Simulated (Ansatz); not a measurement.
Si₃. Total charge 0; quintet. Geometry PBE-D4/def2-TZVP; atoms count from 1.

```xyz
3

Si    0.670    0.233   -1.059
Si    0.035    0.984    1.006
Si   -0.705   -1.217    0.054
```

At PBE0-D4/def2-TZVP a triplet of charge 0 lies 2.09 eV below the quintet, each at its own geometry. The structure comes from a short search, and lower isomers may exist.

Problem. Estimate the Mulliken populations from the PBE0/def2-TZVP orbitals of Ansatz.

Solution. 
```tsv
atom	charge (e)	spin (α − β)
Si1	0.06	0.67
Si2	-0.03	1.66
Si3	-0.03	1.66
```
Mulliken values depend strongly on the basis.

Problem. Where does the spin sit?

Solution. Summed by element: Si 4.00, of 4 unpaired in all. Largest on single atoms: Si2 1.66, Si3 1.66, Si1 0.67.

Problem. And the Mayer bond orders between heavy atoms (over 0.3)?

Solution. Si1–Si2 1.35 (2.29 Å); Si1–Si3 1.35 (2.29 Å); Si2–Si3 0.91 (2.51 Å).
